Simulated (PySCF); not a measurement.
Species: C₅H₅N.
Geometry (PBE0-D3(BJ)/def2-SVP, Å), atoms numbered from 1 in this order:
```
atom  x, y, z in Å
C1     3.633   -0.304    0.488
C2     2.446   -0.274    0.223
C3     1.108   -0.239   -0.079
C4    -0.082   -0.219   -0.340
C5    -1.496   -0.156   -0.688
N6    -2.251    0.663    0.242
H7     4.680   -0.331    0.725
H8    -1.899   -1.184   -0.660
H9    -1.557    0.159   -1.754
H10   -3.230    0.680   -0.032
H11   -1.917    1.624    0.214
```

Computed at PBE0/pcSseg-1 (PySCF, non-relativistic), with Q(14N) = 0.02044 b: N6, 14N (I = 1): χzz = -5.754 MHz, η = 0.218.

Task: Where would the pure quadrupole (NQR) lines of 14N at N6 fall for the rigid, isolated species?

Result: From ν± = (3/4)|χ|(1 ± η/3) and ν0 = |χ|η/2: ν+ 4.628 MHz, ν− 4.002 MHz, ν0 0.626 MHz (primary amine nitrogen).

In a crystal, neighbours and librations shift these lines. A larger basis could move these couplings by a tenth or more.

One conformer stands for the species.
